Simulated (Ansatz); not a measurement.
The end point of a relaxation of MgO. Space group Fm-3m (No. 225), rock salt type. All values below come from r2SCAN (plane waves to 500 eV, PAW, scalar-relativistic; Ansatz, a quantum-chemistry and plane-wave program).

```cif
data_MgO
_chemical_formula_sum 'Mg1 O1'
_space_group_name_H-M_alt 'P 1'
_space_group_IT_number 1
_cell_length_a 2.97302
_cell_length_b 2.97302
_cell_length_c 2.97302
_cell_angle_alpha 60.000
_cell_angle_beta 60.000
_cell_angle_gamma 60.000
loop_
_space_group_symop_operation_xyz
  'x, y, z'
loop_
_atom_site_label
_atom_site_type_symbol
_atom_site_fract_x
_atom_site_fract_y
_atom_site_fract_z
_atom_site_occupancy
Mg1 Mg 0.00000 0.00000 0.00000 1
O1 O 0.50000 0.50000 0.50000 1
```

| Quantity | Value |
|---|---|
| Volume per atom | 9.29 Å³ |
| Band gap | 5.68 eV, direct at Γ (no spin-orbit coupling) |
| Shortest distances | Mg–O 2.10 Å; Mg–Mg 2.97 Å; O–O 2.97 Å |
| k-mesh | 13×13×13 |

No spin polarisation in the result.

Measured for MgO: a 4.189 Å (static lattice; corrected from measurement; as listed in Daniel Mejia-Rodriguez, S. B. Trickey, Phys. Rev. B (2018)); gap 8.36 eV (static lattice; corrected from measurement; as listed in Wei Chen et al., Physical Review Materials (2018)). Computed minus measured — a: r2SCAN +0.4 %; gap: r2SCAN -2.68 eV. The computed values are for a static lattice, and a measured gap can be an optical one, lowered by exciton binding.

The run could not lose the symmetry of its start; a randomly shaken copy of 4 atoms returns to this structure.
